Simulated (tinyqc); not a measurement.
Inside a calculation (part 1 of 2). Method: CIS on RHF in the sto-3g basis, for H2O, spin multiplicity 1. Computed by tinyqc, a small Python program that keeps every step (integrals from PySCF). Settings: charge = 0, multiplicity = 1, basis = sto-3g, method = RHF, energy threshold = 1e-10, iteration cap = 69, orthogonalisation = symmetric, start = Wolfsberg-Helmholz matrix, DIIS depth = 6. Command: `OMP_NUM_THREADS=1 python tinyqc.py 29878 29879 out.jsonl` (the two numbers bound the seeds that draw the settings). One thread of a shared host (Intel(R) Xeon(R) Processor @ 2.60GHz), about 0.06 s of CPU time with the checks. The early iterations of the SCF are left out here.

## One-electron integrals

Geometry (angstrom):
```
atom         x          y         z
O     0.000000   0.000000  0.000000
H     0.000000   0.848000  0.771000
H     0.000000  -0.848000  0.771000
```

Basis sto-3g: exponents (1/bohr^2) and contraction coefficients of normalised primitives:
```
element  l (shell)    exponent  coefficient
O            s (1)  130.709320     0.154329
O            s (1)   23.808861     0.535328
O            s (1)    6.443608     0.444635
O            s (2)    5.033151    -0.099967
O            s (2)    1.169596     0.399513
O            s (2)    0.380389     0.700115
O            p (3)    5.033151     0.155916
O            p (3)    1.169596     0.607684
O            p (3)    0.380389     0.391957
H            s (1)    3.425251     0.154329
H            s (1)    0.623914     0.535328
H            s (1)    0.168855     0.444635
```

Overlap, kinetic and nuclear-attraction integrals over the contracted functions; the nuclear repulsion is the sum of Za Zb / Rab.

nuclear repulsion = 7.69953432 hartree

overlap S, order 1O 1s, 1O 2s, 1O 2px, 1O 2py, 1O 2pz, 2H 1s, 3H 1s:
```
[[1.000000, 0.236704, 0.000000, 0.000000, 0.000000, 0.034425, 0.034425],
 [0.236704, 1.000000, 0.000000, 0.000000, 0.000000, 0.359854, 0.359854],
 [0.000000, 0.000000, 1.000000, 0.000000, 0.000000, 0.000000, 0.000000],
 [0.000000, 0.000000, 0.000000, 1.000000, 0.000000, 0.238953, -0.238953],
 [0.000000, 0.000000, 0.000000, 0.000000, 1.000000, 0.217255, 0.217255],
 [0.034425, 0.359854, 0.000000, 0.238953, 0.217255, 1.000000, 0.192451],
 [0.034425, 0.359854, 0.000000, -0.238953, 0.217255, 0.192451, 1.000000]]
```

kinetic energy T (hartree), order 1O 1s, 1O 2s, 1O 2px, 1O 2py, 1O 2pz, 2H 1s, 3H 1s:
```
[[29.003200, -0.168011, 0.000000, 0.000000, 0.000000, -0.008878, -0.008878],
 [-0.168011, 0.808128, 0.000000, 0.000000, 0.000000, 0.055898, 0.055898],
 [0.000000, 0.000000, 2.528731, 0.000000, 0.000000, 0.000000, 0.000000],
 [0.000000, 0.000000, 0.000000, 2.528731, 0.000000, 0.118787, -0.118787],
 [0.000000, 0.000000, 0.000000, 0.000000, 2.528731, 0.108001, 0.108001],
 [-0.008878, 0.055898, 0.000000, 0.118787, 0.108001, 0.760032, -0.002474],
 [-0.008878, 0.055898, 0.000000, -0.118787, 0.108001, -0.002474, 0.760032]]
```

nuclear attraction V (hartree), order 1O 1s, 1O 2s, 1O 2px, 1O 2py, 1O 2pz, 2H 1s, 3H 1s:
```
[[-61.541895, -7.401661, 0.000000, 0.000000, -0.014568, -1.101611, -1.101611],
 [-7.401661, -9.971884, 0.000000, 0.000000, -0.179401, -2.734081, -2.734081],
 [0.000000, 0.000000, -9.844687, 0.000000, 0.000000, 0.000000, 0.000000],
 [0.000000, 0.000000, 0.000000, -9.933426, 0.000000, -1.590321, 1.590321],
 [-0.014568, -0.179401, 0.000000, 0.000000, -9.918042, -1.496004, -1.496004],
 [-1.101611, -2.734081, 0.000000, -1.590321, -1.496004, -5.168049, -1.081956],
 [-1.101611, -2.734081, 0.000000, 1.590321, -1.496004, -1.081956, -5.168049]]
```

core Hamiltonian H = T + V (hartree), order 1O 1s, 1O 2s, 1O 2px, 1O 2py, 1O 2pz, 2H 1s, 3H 1s:
```
[[-32.538695, -7.569672, 0.000000, 0.000000, -0.014568, -1.110489, -1.110489],
 [-7.569672, -9.163756, 0.000000, 0.000000, -0.179401, -2.678182, -2.678182],
 [0.000000, 0.000000, -7.315956, 0.000000, 0.000000, 0.000000, 0.000000],
 [0.000000, 0.000000, 0.000000, -7.404695, 0.000000, -1.471534, 1.471534],
 [-0.014568, -0.179401, 0.000000, 0.000000, -7.389311, -1.388003, -1.388003],
 [-1.110489, -2.678182, 0.000000, -1.471534, -1.388003, -4.408017, -1.084430],
 [-1.110489, -2.678182, 0.000000, 1.471534, -1.388003, -1.084430, -4.408017]]
```

## Two-electron integrals

Functions are numbered as in S; the eight-fold symmetry (ij|kl) = (ji|kl) = (kl|ij) leaves the list below.

Two-electron integrals (ij|kl) in chemists' order, unique and non-zero (hartree):
```
(11|11) 4.785065    (21|11) 0.741380    (21|21) 0.136873    (22|11) 1.118947
(22|21) 0.256633    (22|22) 0.817206    (31|31) 0.024477    (32|31) 0.037809
(32|32) 0.180518    (33|11) 1.115814    (33|21) 0.256684    (33|22) 0.817023
(33|33) 0.880159    (41|41) 0.024477    (42|41) 0.037809    (42|42) 0.180518
(43|43) 0.047444    (44|11) 1.115814    (44|21) 0.256684    (44|22) 0.817023
(44|33) 0.785270    (44|44) 0.880159    (51|51) 0.024477    (52|51) 0.037809
(52|52) 0.180518    (53|53) 0.047444    (54|54) 0.047444    (55|11) 1.115814
(55|21) 0.256684    (55|22) 0.817023    (55|33) 0.785270    (55|44) 0.785270
(55|55) 0.880159    (61|11) 0.109073    (61|21) 0.019985    (61|22) 0.037294
(61|33) 0.037221    (61|41) 0.000674    (61|42) 0.001271    (61|44) 0.037344
(61|51) 0.000613    (61|52) 0.001156    (61|54) 0.000112    (61|55) 0.037323
(61|61) 0.002955    (62|11) 0.287956    (62|21) 0.066971    (62|22) 0.238907
(62|33) 0.234683    (62|41) 0.003722    (62|42) 0.029457    (62|44) 0.241490
(62|51) 0.003384    (62|52) 0.026783    (62|54) 0.006189    (62|55) 0.240310
(62|61) 0.009988    (62|62) 0.089364    (63|31) 0.006727    (63|32) 0.040170
(63|43) 0.005983    (63|53) 0.005440    (63|63) 0.012189    (64|11) 0.160565
(64|21) 0.037801    (64|22) 0.143969    (64|33) 0.137569    (64|41) 0.008555
(64|42) 0.056808    (64|44) 0.153405    (64|51) 0.001663    (64|52) 0.015127
(64|54) 0.008958    (64|55) 0.140768    (64|61) 0.005864    (64|62) 0.065468
(64|64) 0.059605    (65|11) 0.145985    (65|21) 0.034368    (65|22) 0.130896
(65|33) 0.125078    (65|41) 0.001663    (65|42) 0.015127    (65|44) 0.128596
(65|51) 0.008238    (65|52) 0.053924    (65|54) 0.009182    (65|55) 0.138865
(65|61) 0.005332    (65|62) 0.059523    (65|64) 0.043111    (65|65) 0.051385
(66|11) 0.453444    (66|21) 0.107147    (66|22) 0.440187    (66|33) 0.423173
(66|41) 0.007154    (66|42) 0.079674    (66|44) 0.450819    (66|51) 0.006504
(66|52) 0.072439    (66|54) 0.025136    (66|55) 0.446027    (66|61) 0.016086
(66|62) 0.215226    (66|64) 0.179955    (66|65) 0.163615    (66|66) 0.774606
(71|11) 0.109073    (71|21) 0.019985    (71|22) 0.037294    (71|33) 0.037221
(71|41) -0.000674   (71|42) -0.001271   (71|44) 0.037344    (71|51) 0.000613
(71|52) 0.001156    (71|54) -0.000112   (71|55) 0.037323    (71|61) 0.002915
(71|62) 0.009708    (71|64) 0.005247    (71|65) 0.005188    (71|66) 0.015525
(71|71) 0.002955    (72|11) 0.287956    (72|21) 0.066971    (72|22) 0.238907
(72|33) 0.234683    (72|41) -0.003722   (72|42) -0.029457   (72|44) 0.241490
(72|51) 0.003384    (72|52) 0.026783    (72|54) -0.006189   (72|55) 0.240310
(72|61) 0.009708    (72|62) 0.072312    (72|64) 0.036701    (72|65) 0.046880
(72|66) 0.141969    (72|71) 0.009988    (72|72) 0.089364    (73|31) 0.006727
(73|32) 0.040170    (73|43) -0.005983   (73|53) 0.005440    (73|63) 0.009542
(73|73) 0.012189    (74|11) -0.160565   (74|21) -0.037801   (74|22) -0.143969
(74|33) -0.137569   (74|41) 0.008555    (74|42) 0.056808    (74|44) -0.153405
(74|51) -0.001663   (74|52) -0.015127   (74|54) 0.008958    (74|55) -0.140768
(74|61) -0.005247   (74|62) -0.036701   (74|64) -0.009510   (74|65) -0.023325
(74|66) -0.065388   (74|71) -0.005864   (74|72) -0.065468   (74|74) 0.059605
(75|11) 0.145985    (75|21) 0.034368    (75|22) 0.130896    (75|33) 0.125078
(75|41) -0.001663   (75|42) -0.015127   (75|44) 0.128596    (75|51) 0.008238
(75|52) 0.053924    (75|54) -0.009182   (75|55) 0.138865    (75|61) 0.005188
(75|62) 0.046880    (75|64) 0.023325    (75|65) 0.039493    (75|66) 0.100503
(75|71) 0.005332    (75|72) 0.059523    (75|74) -0.043111   (75|75) 0.051385
(76|11) 0.105820    (76|21) 0.024877    (76|22) 0.097565    (76|33) 0.095043
(76|44) 0.096700    (76|51) 0.001877    (76|52) 0.018260    (76|55) 0.100843
(76|61) 0.003680    (76|62) 0.037397    (76|64) 0.023793    (76|65) 0.028014
(76|66) 0.097716    (76|71) 0.003680    (76|72) 0.037397    (76|74) -0.023793
(76|75) 0.028014    (76|76) 0.020173    (77|11) 0.453444    (77|21) 0.107147
(77|22) 0.440187    (77|33) 0.423173    (77|41) -0.007154   (77|42) -0.079674
(77|44) 0.450819    (77|51) 0.006504    (77|52) 0.072439    (77|54) -0.025136
(77|55) 0.446027    (77|61) 0.015525    (77|62) 0.141969    (77|64) 0.065388
(77|65) 0.100503    (77|66) 0.308859    (77|71) 0.016086    (77|72) 0.215226
(77|74) -0.179955   (77|75) 0.163615    (77|76) 0.097716    (77|77) 0.774606
```

## Orthogonalisation

S = U s U^T; symmetric (Loewdin) form X = U s^(-1/2) U^T, so that X^T S X = 1.

eigenvalues of S: [0.463025, 0.552411, 0.879845, 1.000000, 1.110990, 1.255138, 1.738591]

X, order 1O 1s, 1O 2s, 1O 2px, 1O 2py, 1O 2pz, 2H 1s, 3H 1s:
```
[[1.023433, -0.134896, 0.000000, 0.000000, -0.007167, 0.017715, 0.017715],
 [-0.134896, 1.135555, 0.000000, 0.000000, 0.067006, -0.200294, -0.200294],
 [0.000000, 0.000000, 1.000000, 0.000000, 0.000000, 0.000000, 0.000000],
 [0.000000, 0.000000, 0.000000, 1.057013, 0.000000, -0.153989, 0.153989],
 [-0.007167, 0.067006, 0.000000, 0.000000, 1.039512, -0.118566, -0.118566],
 [0.017715, -0.200294, 0.000000, -0.153989, -0.118566, 1.112684, -0.068350],
 [0.017715, -0.200294, 0.000000, 0.153989, -0.118566, -0.068350, 1.112684]]
```

## Iteration 8 (converged): orbitals

converged F (hartree), order 1O 1s, 1O 2s, 1O 2px, 1O 2py, 1O 2pz, 2H 1s, 3H 1s:
```
[[-20.270521, -5.165882, 0.000000, 0.000000, -0.024226, -0.766099, -0.766099],
 [-5.165882, -2.408732, 0.000000, 0.000000, -0.066187, -0.741983, -0.741983],
 [0.000000, 0.000000, -0.392973, 0.000000, 0.000000, 0.000000, 0.000000],
 [0.000000, 0.000000, 0.000000, -0.216218, 0.000000, -0.329445, 0.329445],
 [-0.024226, -0.066187, 0.000000, 0.000000, -0.255975, -0.334303, -0.334303],
 [-0.766099, -0.741983, 0.000000, -0.329445, -0.334303, -0.383358, -0.249957],
 [-0.766099, -0.741983, 0.000000, 0.329445, -0.334303, -0.249957, -0.383358]]
```

Diagonalise F' = X^T F X, C = X C', fill 5 alpha and 5 beta electrons from the bottom; D = 2 C_occ C_occ^T. Each column has its largest component positive (the first on a tie).

F' = X^T F X (hartree):
```
[[-19.897568, -2.680027, 0.000000, 0.000000, -0.052939, -0.077042, -0.077042],
 [-2.680027, -1.343652, 0.000000, 0.000000, 0.100466, -0.368672, -0.368672],
 [0.000000, 0.000000, -0.392973, 0.000000, 0.000000, 0.000000, 0.000000],
 [0.000000, 0.000000, 0.000000, -0.033409, 0.000000, -0.367438, 0.367438],
 [-0.052939, 0.100466, 0.000000, 0.000000, -0.124375, -0.305368, -0.305368],
 [-0.077042, -0.368672, 0.000000, -0.367438, -0.305368, -0.031817, -0.075149],
 [-0.077042, -0.368672, 0.000000, 0.367438, -0.305368, -0.075149, -0.031817]]
```

orbital energies (hartree): [-20.278642, -1.202062, -0.516090, -0.447886, -0.392973, 0.456029, 0.526012]

coefficients C, order 1O 1s, 1O 2s, 1O 2px, 1O 2py, 1O 2pz, 2H 1s, 3H 1s:
```
[[0.994531, -0.241095, 0.000000, 0.093061, 0.000000, -0.102031, 0.000000],
 [0.023426, 0.900718, 0.000000, -0.472085, 0.000000, 0.598081, 0.000000],
 [0.000000, 0.000000, 0.000000, 0.000000, 1.000000, 0.000000, 0.000000],
 [0.000000, 0.000000, 0.626243, 0.000000, 0.000000, 0.000000, 0.878933],
 [0.002974, 0.078037, 0.000000, 0.715298, 0.000000, 0.771682, 0.000000],
 [-0.004163, 0.137085, 0.455534, 0.350774, 0.000000, -0.676723, -0.716675],
 [-0.004163, 0.137085, -0.455534, 0.350774, 0.000000, -0.676723, 0.716675]]
```

D after iteration 8, order 1O 1s, 1O 2s, 1O 2px, 1O 2py, 1O 2pz, 2H 1s, 3H 1s:
```
[[2.111760, -0.475586, 0.000000, 0.000000, 0.101419, -0.009094, -0.009094],
 [-0.475586, 2.069412, 0.000000, 0.000000, -0.534645, -0.084435, -0.084435],
 [0.000000, 0.000000, 2.000000, 0.000000, 0.000000, 0.000000, 0.000000],
 [0.000000, 0.000000, 0.000000, 0.784359, 0.000000, 0.570550, -0.570550],
 [0.101419, -0.534645, 0.000000, 0.000000, 1.035500, 0.523186, 0.523186],
 [-0.009094, -0.084435, 0.000000, 0.570550, 0.523186, 0.698726, -0.131319],
 [-0.009094, -0.084435, 0.000000, -0.570550, 0.523186, -0.131319, 0.698726]]
```

## Convergence

Stop when the energy changes by less than 1e-10 hartree and every element of the error matrix X^T (F D S - S D F) X is below 3e-06.

Course of the cycle:
```
iteration   E (hartree)     change  largest element of the error matrix
1          -74.41301619          -                             4.84e-01
2          -74.90328723  -4.90e-01                             1.24e-01
3          -74.92278032  -1.95e-02                             3.71e-02
4          -74.92467920  -1.90e-03                             6.94e-03
5          -74.92477828  -9.91e-05                             2.14e-03
6          -74.92479590  -1.76e-05                             4.29e-05
7          -74.92479591  -3.44e-09                             3.02e-07
8          -74.92479591  -1.42e-13                             2.16e-09
```

PySCF RHF in the same basis = -74.92479591 hartree

Converged in 8 iterations.

## Integrals over molecular orbitals

(pq|rs) = sum C_ip C_jq C_kr C_ls (ij|kl), one index at a time.

one-electron integrals over orbitals h = C^T H C (hartree):
```
[[-32.522398, 0.570800, 0.000000, -0.208616, 0.000000, 0.232917, 0.000000],
 [0.570800, -7.549662, 0.000000, 0.548916, 0.000000, -1.158584, 0.000000],
 [0.000000, 0.000000, -5.962502, 0.000000, 0.000000, 0.000000, -1.763100],
 [-0.208616, 0.548916, 0.000000, -6.436160, 0.000000, -1.395452, 0.000000],
 [0.000000, 0.000000, 0.000000, 0.000000, -7.315956, 0.000000, 0.000000],
 [0.232917, -1.158584, 0.000000, -1.395452, 0.000000, -5.358481, 0.000000],
 [0.000000, 0.000000, -1.763100, 0.000000, 0.000000, 0.000000, -5.426705]]
```

Two-electron integrals over orbitals (pq|rs), unique and non-zero (hartree):
```
(11|11) 4.747330    (21|11) -0.431752   (21|21) 0.062026    (22|11) 1.025176
(22|21) -0.015667   (22|22) 0.726188    (31|31) 0.011055    (32|31) 0.017156
(32|32) 0.127063    (33|11) 0.764917    (33|21) -0.004955   (33|22) 0.614142
(33|33) 0.589725    (41|11) 0.165138    (41|21) -0.022083   (41|22) 0.012019
(41|33) 0.005535    (41|41) 0.023058    (42|11) -0.154550   (42|21) 0.008008
(42|22) -0.029953   (42|33) 0.002222    (42|41) 0.017235    (42|42) 0.129321
(43|31) -0.002771   (43|32) 0.026586    (43|43) 0.058825    (44|11) 0.903799
(44|21) -0.010609   (44|22) 0.649644    (44|33) 0.559894    (44|41) -0.007617
(44|42) -0.086133   (44|44) 0.672385    (51|51) 0.025945    (52|51) 0.033387
(52|52) 0.151744    (53|53) 0.026532    (54|51) -0.011877   (54|52) -0.044515
(54|54) 0.046474    (55|11) 1.115363    (55|21) -0.012238   (55|22) 0.756821
(55|33) 0.601128    (55|41) 0.004674    (55|42) -0.084093   (55|44) 0.673447
(55|55) 0.880159    (61|11) -0.182498   (61|21) 0.028008    (61|22) -0.001596
(61|33) 0.000922    (61|41) 0.003870    (61|42) 0.021188    (61|44) -0.014906
(61|55) -0.004977   (61|61) 0.025279    (62|11) 0.252869    (62|21) -0.005645
(62|22) 0.128139    (62|33) 0.067534    (62|41) 0.018473    (62|42) 0.035319
(62|44) 0.053000    (62|55) 0.134862    (62|61) 0.012008    (62|62) 0.094790
(63|31) 0.002850    (63|32) -0.030209   (63|43) -0.037351   (63|63) 0.069704
(64|11) 0.286828    (64|21) -0.004033   (64|22) 0.136059    (64|33) 0.053132
(64|41) 4.46e-06    (64|42) -0.059661   (64|44) 0.131736    (64|55) 0.160493
(64|61) -0.003155   (64|62) 0.055545    (64|64) 0.109870    (65|51) 0.012096
(65|52) 0.047946    (65|54) 0.007467    (65|65) 0.033830    (66|11) 0.795004
(66|21) -0.007772   (66|22) 0.598140    (66|33) 0.548827    (66|41) 0.016835
(66|42) 0.041722    (66|44) 0.548149    (66|55) 0.583872    (66|61) 0.009207
(66|62) 0.094231    (66|64) 0.058887    (66|66) 0.585144    (71|31) 0.014153
(71|32) 0.021049    (71|43) -0.003582   (71|63) 0.003134    (71|71) 0.018142
(72|31) 0.014992    (72|32) 0.056152    (72|43) -0.031578   (72|63) 0.029307
(72|71) 0.018432    (72|72) 0.068094    (73|11) 0.371377    (73|21) -0.006968
(73|22) 0.167366    (73|33) 0.089962    (73|41) -0.000261   (73|42) -0.081977
(73|44) 0.130798    (73|55) 0.204659    (73|61) -0.005648   (73|62) 0.064214
(73|64) 0.110601    (73|66) 0.048347    (73|73) 0.164835    (74|31) -0.008222
(74|32) -0.072759   (74|43) -0.018850   (74|63) 0.055318    (74|71) -0.010574
(74|72) -0.015666   (74|74) 0.074274    (75|53) 0.023807    (75|75) 0.024296
(76|31) 0.006999    (76|32) 0.079416    (76|43) 0.064607    (76|63) -0.060491
(76|71) 0.008797    (76|72) -0.005758   (76|74) -0.062341   (76|76) 0.108268
(77|11) 0.814211    (77|21) -0.008363   (77|22) 0.599333    (77|33) 0.575888
(77|41) 0.003800    (77|42) -0.015107   (77|44) 0.564663    (77|55) 0.597084
(77|61) -0.002804   (77|62) 0.057025    (77|64) 0.049615    (77|66) 0.548040
(77|73) 0.087096    (77|77) 0.584364
```

## CIS matrix, singlets

A(ia,jb) = (e_a - e_i) d_ij d_ab + 2 (ia|jb) - (ij|ab).

CIS matrix A, singlet (hartree), order 1>6, 1>7, 2>6, 2>7, 3>6, 3>7, 4>6, 4>7, 5>6, 5>7:
```
[[19.990224, 0.000000, 0.031789, 0.000000, 0.000000, -0.018296, -0.023145, 0.000000, 0.000000, 0.000000],
 [0.000000, 20.026727, 0.000000, 0.045228, -0.000732, 0.000000, 0.000000, -0.024949, 0.000000, 0.000000],
 [0.031789, 0.000000, 1.249531, 0.000000, 0.000000, 0.049013, 0.069367, 0.000000, 0.000000, 0.000000],
 [0.000000, 0.045228, 0.000000, 1.264929, -0.020802, 0.000000, 0.000000, -0.016226, 0.000000, 0.000000],
 [0.000000, -0.000732, 0.000000, -0.020802, 0.562700, 0.000000, 0.000000, 0.046029, 0.000000, 0.000000],
 [-0.018296, 0.000000, 0.049013, 0.000000, 0.000000, 0.795883, 0.156594, 0.000000, 0.000000, 0.000000],
 [-0.023145, 0.000000, 0.069367, 0.000000, 0.000000, 0.156594, 0.575506, 0.000000, 0.000000, 0.000000],
 [0.000000, -0.024949, 0.000000, -0.016226, 0.046029, 0.000000, 0.000000, 0.557784, 0.000000, 0.000000],
 [0.000000, 0.000000, 0.000000, 0.000000, 0.000000, 0.000000, 0.000000, 0.000000, 0.332790, 0.000000],
 [0.000000, 0.000000, 0.000000, 0.000000, 0.000000, 0.000000, 0.000000, 0.000000, 0.000000, 0.370493]]
```

## CIS singlet states

dipole integrals <i|r|a> (bohr), order 1>6, 1>7, 2>6, 2>7, 3>6, 3>7, 4>6, 4>7, 5>6, 5>7:
```
[[0.000000, 0.000000, 0.047445],
 [0.000000, 0.053001, 0.000000],
 [0.000000, 0.000000, -0.044892],
 [0.000000, -0.045101, 0.000000],
 [0.000000, -0.852935, 0.000000],
 [0.000000, 0.000000, -0.782607],
 [0.000000, 0.000000, -0.712812],
 [0.000000, -0.815403, 0.000000],
 [0.063719, 0.000000, 0.000000],
 [0.000000, 0.000000, 0.000000]]
```

Diagonalise A (1 hartree = 27.211386 eV); each vector has its largest component positive (the first on a tie). The transition dipole is mu = sqrt2 sum c_ia <i|r|a>.

singlet excitation energies (eV): [9.055675, 10.081617, 13.392387, 13.989973, 16.470470, 23.471333, 34.446112, 34.452475, 543.964394, 544.958853]

lowest vectors, order 1>6, 1>7, 2>6, 2>7, 3>6, 3>7, 4>6, 4>7, 5>6, 5>7:
```
[[0.000000, 0.000000, 0.000720, 0.000000, 0.000000, 0.001683],
 [0.000000, 0.000000, 0.000000, 0.000909, 0.000819, 0.000000],
 [0.000000, 0.000000, -0.052460, 0.000000, 0.000000, -0.189536],
 [0.000000, 0.000000, 0.000000, -0.003461, 0.039717, 0.000000],
 [0.000000, 0.000000, 0.000000, -0.688577, 0.724493, 0.000000],
 [0.000000, 0.000000, -0.450894, 0.000000, 0.000000, 0.880539],
 [0.000000, 0.000000, 0.891034, 0.000000, 0.000000, 0.434423],
 [0.000000, 0.000000, 0.000000, 0.725155, 0.688137, 0.000000],
 [1.000000, 0.000000, 0.000000, 0.000000, 0.000000, 0.000000],
 [0.000000, 1.000000, 0.000000, 0.000000, 0.000000, 0.000000]]
```

oscillator strengths 2/3 w |mu|^2: [0.001802, 0.000000, 0.051402, 0.000010, 1.125247, 1.127620]
